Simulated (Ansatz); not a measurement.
CHClFN, SMILES `N=C(F)Cl`. Total charge 0; spin multiplicity 1.

```
atom    x (Å)    y (Å)    z (Å)
  N1  -0.0079  -0.7858   0.6867
  C2  -0.2737   0.1088  -0.1259
  F3  -1.5122   0.3606  -0.4855
 Cl4   0.8081   1.1821  -0.9435
  H5   0.9857  -0.8657   0.8682
```

Q: What are the harmonic wavenumbers in cm⁻¹ at PBE0-D4/def2-TZVP (Ansatz, finite differences of forces, unscaled)? (An estimate is asked.)

A: Computed: 401, 486, 632, 751, 854, 1023, 1246, 1807, 3592.

Q: Is this a minimum?

A: Yes, all 9 modes are real.

Q: Give the ideal-gas thermochemistry at 298.15 K and 1 bar (rigid rotor, harmonic oscillator; point group Cs, symmetry number 1).

A: Zero-point energy 64.5 kJ/mol; H(298) − E = 76.8 kJ/mol; entropy 278.5 J/(mol·K), of which translation 163.7, rotation 103.9, vibration 10.8; G(298) − E = -6.2 kJ/mol.

Q: And at 400, 500, 600, 800 and 1000 K?

A: 
```
T (K)  H − E (kJ/mol)  S (J/mol/K)  G − E (kJ/mol)
  400            83.1        296.6           -35.5
  500            90.1        312.2           -66.0
  600            97.8        326.1           -97.9
  800           114.4        350.0          -165.6
 1000           132.2        369.9          -237.7
```

Q: Rotational constants (cm⁻¹)?

A: 0.379, 0.1734, 0.1189.
